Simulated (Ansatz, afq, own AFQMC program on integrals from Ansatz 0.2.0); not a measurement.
# Where AFQMC and coupled cluster stand for F⁺, triplet

A free F cation.

Basis aug-cc-pVTZ. Only valence electrons are correlated. AFQMC by an in-house program on the Cholesky factors that Ansatz 0.2.0 writes for its CCSD(T) run. ph-AFQMC/CISD is guided by a CISD state made of CCSD amplitudes; releasing the constraint for a short imaginary time cuts its bias at the price of noise, slowly where states lie close. Error bars are statistical, one sigma.

Determinant: UHF, the one that the program's search chose, which needn't be the lowest solution.

No full CI on the walks' own integrals is used here; CCSDT(Q) serves as the reference and is uncertain by about the last step of the cluster series.

The T1 diagnostic is 0.0043. The weight of the determinant in the CISD state is 0.975. The ⟨S²⟩ of the determinant is 2.005. The size of the correlated space is 6 electrons in 45 orbitals.

```tsv
level	correlation energy (eV)
MP2	-3.9459
CCSD	-4.3616
CCSD(T)	-4.4215
```

Task: Estimate where AFQMC with the constraint released lies against CCSD(T) on the same integrals.

Result: 0.12 ± 0.12 kcal/mol below CCSD(T). The gap is under twice the noise, so this walk alone can't tell the two apart.

Reference: CCSDT(Q), correlation energy -4.428 eV. The released energy is read at 2.40 1/Eh (meV from the phaseless value at times in 1/Eh: -1 ± 3 at 0.24, -3 ± 3 at 0.51, -12 ± 3 at 0.99, -7 ± 5 at 1.62, -3 ± 5 at 2.40).

| level | E − E(reference) (kcal/mol) | share of correlation (%) |
| --- | --- | --- |
| CCSD(T) | 0.14 | 99.86 |
| CCSDT | 0.02 | 99.98 |
| ph-AFQMC/CISD | 0.09 ± 0.07 | 99.91 |
| released AFQMC | 0.03 ± 0.12 | 99.97 |

A walk keeps the symmetry of its determinant, which the program's search chose and which needn't be the lowest solution, so a lower state of the same spin and another symmetry isn't excluded. Released energies are given only where the last usable release times agree within the noise; a slower fall can still hide under it.
